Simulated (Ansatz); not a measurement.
## HCl, triplet in cc-pVDZ: errors against full CI

Geometry: that of the HCl, singlet, kept fixed. The singlet lies 7.6 eV lower here.

| atom | x (Å) | y (Å) | z (Å) |
| --- | --- | --- | --- |
| Cl | 0.0000 | 0.0000 | 0.0000 |
| H | 0.0000 | 0.0000 | 1.2788 |

Basis cc-pVDZ; Ansatz 0.2.0. Correlated methods freeze the noble-gas cores, which leaves 8 electrons in 18 orbitals. R marks a restricted (for open shells ROHF) determinant, U an unrestricted one. Active spaces: valence = (8e, 5o) chosen from the atoms' valence shells.

Full CI is exact within this basis and frozen core; it isn't the basis-set limit. The frozen core follows each run's orbitals, which can shift R against U totals by a few meV.

For open shells CISD and CISDTQ are restricted-active-space CI with the open shells as a complete middle space.

- UHF ⟨S²⟩: 2.008
- T1 diagnostic (RCCSD): 0.0125
- largest doubles amplitude (RCCSD): 0.041
- T1 diagnostic (UCCSD): 0.0069

```
                   level  E − E(full CI) (kcal/mol)  share of correlation (%)  wall time
                     RHF                      95.76                      0.00          –
                     UHF                      92.44                      3.47          –
                    RMP2                      13.03                     86.39          –
                    UMP2                      13.66                     85.74          –
                    CISD                       4.66                     95.14     0.69 s
                   RCCSD                       1.58                     98.35          –
                   UCCSD                       1.51                     98.42          –
                RCCSD(T)                       0.31                     99.68     0.54 s
                UCCSD(T)                       0.29                     99.69     0.54 s
                 BCCD(T)                       0.30                     99.69     0.63 s
                  RCCSDT                       0.12                     99.88          –
                  UCCSDT                       0.11                     99.89          –
                  CISDTQ                       0.07                     99.92      2.7 s
               RCCSDT(Q)                       0.01                     99.99      2.8 s
               UCCSDT(Q)                       0.00                    100.00      2.4 s
                 RCCSDTQ                       0.00                    100.00       17 s
                 UCCSDTQ                      -0.01                    100.01       17 s
  CASSCF (valence space)                      95.76                      0.00          –
  NEVPT2 (valence space)                      22.10                     76.93      0.3 s
  MRCISD (valence space)                       5.02                     94.76          –
MRCISD+Q (valence space)                      -0.21                    100.22     0.54 s
```

The correlation energy at full CI, counted from RHF, is -4.152 eV. That run took 11 s on 1 thread of Arm Neoverse V1, shared host over 2,340,800 determinants.

Times hold each run's SCF and search for its determinant on a shared host, so for small cases they say little of a method's own cost; they ran on 1 thread of Arm Neoverse V1.

Not variational, and here over 5 meV under the exact energy: MRCISD+Q (valence space).

The full-CI state has the irrep B2 of C2v, in the program's axes (one component, if the state is degenerate).

Natural occupations of full CI about the gap: 1.976 1.963 1.962 0.996 0.994 0.017 0.015 0.014 0.013 0.013; effectively unpaired electrons, Σ n²(2−n)², 2.02.
